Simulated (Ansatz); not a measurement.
**In2O3 (Ia-3, No. 206)**

Calculation: LDA in Ansatz (plane waves, PAW).

Numerical settings: plane-wave cutoff 520 eV, 6×6×6 k mesh, Fermi–Dirac smearing 0.01 eV, scalar-relativistic PAW data made under PBE.

Cell (relaxed at this level):

Space group Ia-3 (No. 206); a = 10.061 Å, b = 10.061 Å, c = 10.061 Å, α = 90.00°, β = 90.00°, γ = 90.00°

| atom | site | symmetry | x | y | z |
|---|---|---|---|---|---|
| In | 8b | .-3. | 0.2500 | 0.2500 | 0.2500 |
| In | 24d | 2.. | 0.0000 | 0.2500 | 0.4663 |
| O | 48e | 1 | 0.1098 | 0.3457 | 0.1181 |
(The calculation used a cell of 40 atoms; values per cell refer to that cell.)

```
Quantity    Value
--------  -------
band gap  1.17 eV
```

Measured, for comparison: band gap 2.93 ± 0.1 eV (room temperature, no zero-point or thermal correction; as tabulated in King et al. (2009), doi:10.1103/physrevb.79.205211).

Note: this cell isn't known to be the ambient phase, and symmetry holds it in the calculation.

Spin–orbit coupling is not included.

Static lattice: no zero-point or thermal effects.

Computing time: about 6 core-minutes (a rough figure).

Ansatz is a first-principles code.
